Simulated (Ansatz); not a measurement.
## Scan of SbH₂⁺, triplet

Starting geometry (PBE0/def2-TZVP stationary point for this spin, not checked as a minimum):

```json
{"atom": "Sb", "x (Å)": "0.0000", "y (Å)": "-0.0136", "z (Å)": "0.0000"}
{"atom": "H", "x (Å)": "0.0000", "y (Å)": "0.8237", "z (Å)": "-1.4688"}
{"atom": "H", "x (Å)": "0.0000", "y (Å)": "0.8237", "z (Å)": "1.4688"}
```

From there the angle named below is changed in its plane at fixed bond lengths, both arms turning rigidly about the middle atom; atoms are numbered as listed. Energies are in kcal/mol, counted from the starting geometry at the same level. Kohn–Sham curves are unrestricted where that lies lower.

Basis def2-SVP with its core potentials; Ansatz 0.2.0. Correlated methods freeze the noble-gas cores and the filled d shells of p-block atoms. No spin–orbit coupling is included; scalar relativity enters through the core potentials alone.

A value is left out where its run failed or describes another state than the reference as far as symmetry and spin tell, or, spin-broken singlets apart, can't be checked.

In so small a basis the reference is far from its limit while semilocal and hybrid functionals are nearer theirs (RPA and double hybrids share much of the reference's basis error), so the functionals' errors here hold much of the reference's basis and frozen-core error, which can add to them or hide them.

Full CI is exact within this basis and frozen core; it isn't the basis-set limit.

```tsv
angle H2-Sb1-H3 (°)	full CI	PBE	r2SCAN	PBE0	B3LYP	BHLYP	wB97M-V	B2PLYP	RPA-PBE
66.0	36.1	–	–	–	–	–	–	–	–
91.1	9.0	9.1	9.5	9.5	9.2	9.6	9.3	9.3	7.9
104.3	2.5	2.6	2.7	2.7	2.6	2.7	2.6	2.6	2.1
120.6	0.0	0.0	0.0	0.0	0.0	0.0	0.0	0.0	0.0
123.8	0.1	0.1	0.1	0.1	0.1	0.2	0.1	0.1	0.2
143.7	5.1	4.7	4.9	5.0	5.2	5.6	5.1	5.3	5.2
158.3	12.5	11.8	12.2	12.5	12.9	13.8	12.8	13.1	12.5
180.0	21.9	20.9	20.6	22.0	23.4	24.9	23.1	23.5	22.3
```
